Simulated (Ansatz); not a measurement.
# C₄H₇FO: how energies converge with the basis set

One table from this session's results is given with a row withheld; the runs are named, their logs left out.

The runs use Ansatz 0.2.0, Gaussian basis; one geometry, several basis sets.

The runs, in order: PBE0-D4/def2-SVP; ωB97M-V/def2-SVP; PBE0-D4/def2-QZVPP; ωB97M-V/def2-QZVPP; the functionals' def2-TZVPP values are taken from earlier runs.

### The geometry

The geometry comes from an earlier relaxation with PBE0-D4 in a triple-zeta def2 set; it is a stationary point, not always the lowest conformer.

SMILES `CC(C)(F)C=O`, 13 atoms, charge 0, spin multiplicity 1.

Atoms are counted from 1 here; the program's logs count them from 0.

Bond lengths: C1–C2 1.513 Å, C1–H7 1.091 Å, C1–H8 1.091 Å, C1–H9 1.092 Å, C2–C3 1.513 Å, C2–F4 1.395 Å, C2–C5 1.520 Å, C3–H10 1.091 Å, C3–H11 1.092 Å, C3–H12 1.091 Å, C5–O6 1.197 Å, C5–H13 1.111 Å. Angles: C2–C1–H7 109.6°, C2–C1–H8 109.8°, C2–C1–H9 110.6°, H7–C1–H8 109.3°, H7–C1–H9 108.7°, H8–C1–H9 108.8°, C1–C2–C3 113.3°, C1–C2–F4 108.4°, C1–C2–C5 110.0°, C3–C2–F4 108.4°, C3–C2–C5 110.2°, F4–C2–C5 106.3°, C2–C3–H10 109.6°, C2–C3–H11 110.6°, C2–C3–H12 109.8°, H10–C3–H11 108.7°, H10–C3–H12 109.3°, H11–C3–H12 108.8° and more.

Coordinates:

```mol
C4H7FO
  3D, bonds by distance, orders not assigned

 13 12  0  0  0  0  0  0  0  0999 V2000
   -0.5079   -1.1827    0.5683 C   0  0
   -0.2464    0.0497   -0.2702 C   0  0
    1.1905    0.1666   -0.7298 C   0  0
   -1.0669   -0.0025   -1.3971 F   0  0
   -0.6544    1.2973    0.4961 C   0  0
   -0.1332    1.6421    1.5175 O   0  0
    0.0660   -1.1242    1.4940 H   0  0
   -0.2115   -2.0755    0.0152 H   0  0
   -1.5676   -1.2600    0.8180 H   0  0
    1.8423    0.2918    0.1357 H   0  0
    1.3142    1.0283   -1.3882 H   0  0
    1.4796   -0.7348   -1.2727 H   0  0
   -1.4843    1.8693    0.0283 H   0  0
  1  2  8  0
  2  3  8  0
  2  4  8  0
  2  5  8  0
  5  6  8  0
  1  7  8  0
  1  8  8  0
  1  9  8  0
  3 10  8  0
  3 11  8  0
  3 12  8  0
  5 13  8  0
M  END
```

The first run:

in.yaml

```yaml
crystal:
  periodic: [false, false, false]
  atoms:
    - {symbol: C, position_ang: [-0.507878, -1.182723, 0.568306]}
    - {symbol: C, position_ang: [-0.246376, 0.049675, -0.270208]}
    - {symbol: C, position_ang: [1.190501, 0.166620, -0.729783]}
    - {symbol: F, position_ang: [-1.066890, -0.002539, -1.397148]}
    - {symbol: C, position_ang: [-0.654398, 1.297341, 0.496070]}
    - {symbol: O, position_ang: [-0.133224, 1.642090, 1.517537]}
    - {symbol: H, position_ang: [0.066023, -1.124224, 1.493951]}
    - {symbol: H, position_ang: [-0.211480, -2.075505, 0.015169]}
    - {symbol: H, position_ang: [-1.567646, -1.259965, 0.818030]}
    - {symbol: H, position_ang: [1.842298, 0.291772, 0.135695]}
    - {symbol: H, position_ang: [1.314225, 1.028342, -1.388206]}
    - {symbol: H, position_ang: [1.479595, -0.734773, -1.272679]}
    - {symbol: H, position_ang: [-1.484254, 1.869289, 0.028267]}
basis:
  gaussian: {orbitals: def2-SVP}
hamiltonian: {xc: pbe0, dispersion: d4}
output: {orbitals: {seedname: orbitals}}
```

Among the steps run: PBE0-D4 in def2-SVP; ωB97M-V in def2-SVP; PBE0-D4 in def2-QZVPP; ωB97M-V in def2-QZVPP.

One of the session's tables, all rows but one given; the rest of the session is left out.

It belongs to the step «Density functionals: the series». 

| functional | basis | HOMO (eV) |
| --- | --- | --- |
| PBE0-D4 | def2-SVP | -7.53 |
| PBE0-D4 | def2-TZVPP | -7.67 |
| PBE0-D4 | def2-QZVPP | ? |
| ωB97M-V | def2-SVP | -9.91 |
| ωB97M-V | def2-TZVPP | -10.06 |
| ωB97M-V | def2-QZVPP | -10.10 |

Q: Estimate the row for PBE0-D4, def2-QZVPP from the others.

The run gave: HOMO (eV): -7.70. In the column «HOMO (eV)» it lies between ωB97M-V, def2-SVP (-9.91) and PBE0-D4, def2-TZVPP (-7.67).
